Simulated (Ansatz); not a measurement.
AlAs, singlet in 6-31G: errors against full CI

Geometry: a point of a stretch scan, not a stationary point.

```yaml
atoms:
  - { symbol: Al, position_ang: [0.0000, 0.0000, 0.0000] }
  - { symbol: As, position_ang: [0.0000, 0.0000, 1.9480] }
```

Basis 6-31G (Cartesian d functions); Ansatz 0.2.0. Correlated methods freeze the noble-gas cores and the filled d shells of p-block atoms, which leaves 8 electrons in 23 orbitals. Prefix R: restricted or restricted open-shell reference; prefix U: unrestricted. Active spaces: pair = (2e, 2o) about the gap; valence = (8e, 8o) chosen from the atoms' valence shells. No spin–orbit coupling is included, and no scalar relativity.

Full CI is exact within this basis and frozen core; it isn't the basis-set limit. The frozen core follows each run's orbitals, which can shift R against U totals by a few meV for light atoms and by up to 0.1 eV past Ca.

- UHF ⟨S²⟩: 1.089
- T1 diagnostic (RCCSD): 0.0378
- largest doubles amplitude (RCCSD): 0.187

| level | E − E(RHF) (eV) |
| --- | --- |
| RMP2 | -2.9916 |
| RCCSD | -3.3301 |
| RCCSD(T) | -3.5053 |

Question: Estimate how far full CI in 6-31G lies from RCCSD(T). The table doesn't fix it; the size of (T) and the diagnostics are the guide.

Answer: Full CI in 6-31G lies 4.3 kJ/mol below RCCSD(T), which is 26 % of the (T) step (-16.9 kJ/mol). T1 is raised, a doubles amplitude is large, RHF is unstable towards spin polarisation, and the rest is a large part of (T). The miss exceeds 1 kcal/mol.

The other levels:

| level | E − E(full CI) (kJ/mol) | share of correlation (%) | wall time |
| --- | --- | --- | --- |
| CISD | 47.0 | 86.29 | 2.7 s |
| BCCD(T) | 4.1 | 98.81 | 2.9 s |
| RCCSDT | 1.5 | 99.55 | – |
| RCCSDT(Q) | -0.2 | 100.05 | 3.9 s |
| RCCSDTQ | 0.3 | 99.92 | 23 s |
| CASSCF (pair space) | 263.8 | 22.99 | – |
| NEVPT2 (pair space) | 59.0 | 82.78 | 5.5 s |
| MRCISD (pair space) | 37.0 | 89.18 | – |
| MRCISD+Q (pair space) | 11.8 | 96.55 | 5.5 s |
| CASSCF (valence space) | 72.3 | 78.89 | – |
| NEVPT2 (valence space) | 18.6 | 94.56 | 7.5 s |
| MRCISD (valence space) | 2.0 | 99.41 | – |
| MRCISD+Q (valence space) | 0.5 | 99.84 | 8.5 s |

The correlation energy at full CI, counted from RHF, is -3.550 eV. That run took 3.5 min on 1 thread of Arm Neoverse N1, shared host over 19,602,925 determinants.

Run but not shown, since their state or frozen core can't be matched to the reference's or they repeat it: UHF.

Times hold each run's SCF and search for its determinant on a shared host, so for small cases they say little of a method's own cost; they ran on 1 thread of Arm Neoverse N1.

The full-CI state has the irrep A1 of C2v, in the program's axes (one component, if the state is degenerate).

Natural occupations of full CI about the gap: 1.982 1.906 1.906 1.821 0.168 0.087 0.087 0.013 0.008 0.007; effectively unpaired electrons, Σ n²(2−n)², 0.32.
